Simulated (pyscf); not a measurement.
This saddle point was located with ωB97X-D3(BJ)/def2-SVP in PySCF.

```xyz
8

C     -1.1477    -0.3649     0.3204
Si     1.0379    -0.3143     0.3788
Cl     1.2405     1.6540    -0.2802
H     -1.6732    -0.5476    -0.6286
H     -1.2969     0.6868     0.6027
H     -1.5131    -1.0486     1.0986
H      0.0032    -1.1126    -0.3720
H      0.9253    -0.3025     1.8581
```

Surface: singlet, charge 0. Lowest wavenumbers (cm⁻¹): 1396i, 149, 215, 477, 539.

**Question.** Name the species on either side of this saddle.

**Answer.** H₃C–SiH₂–Cl (SMILES C[SiH2]Cl) ⇌ CH₄ (SMILES C) + :HSi–Cl (SMILES [SiH]Cl) [singlet], a 1,1-elimination read from left to right: C–Si, H–Si broken and C–H formed. At CCSD(T)/def2-TZVPP + ΔMP2(QZVPP) it lies +77.3 kcal/mol from the left side and +30.9 kcal/mol from the right (each side as separated species at their lowest minima found). The same reactants have a lower exit, to H₃C–Si:–Cl [singlet] + H₂ (barrier +70.8 kcal/mol at ωB97M-D3(BJ), against +77.6 kcal/mol here). One saddle was located; it need not be the lowest between these sides. The CCSD(T) − MP2 part came from Ansatz, without density fitting, on the same reference.
